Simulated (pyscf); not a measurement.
Thermochemistry of product channels of H₃C–Ga(CH₃)–OH + H atom (H•) on the doublet surface, in eV, from ωB97M-D3(BJ)/def2-TZVP energies (ideal gas, 1 atm, RRHO with modes under 100 cm⁻¹ raised to 100, one conformer, R ln 2 for rigid chiral ones). PySCF, gas phase, ωB97X-D3(BJ)/def2-SVP geometries.

```csv
products,ΔE,ΔH(298 K),ΔG(298 K),ΔG(600 K)
methane (CH₄) + [H₃C–Ga–OH]•,-1.50,-1.31,-1.42,-1.51
methyl (CH₃•) + H₃C–GaH–OH,-0.21,-0.21,-0.32,-0.42
```

These are energies of the channels, which say nothing of barriers. Elements up to Kr have no core potential and no relativistic terms here.
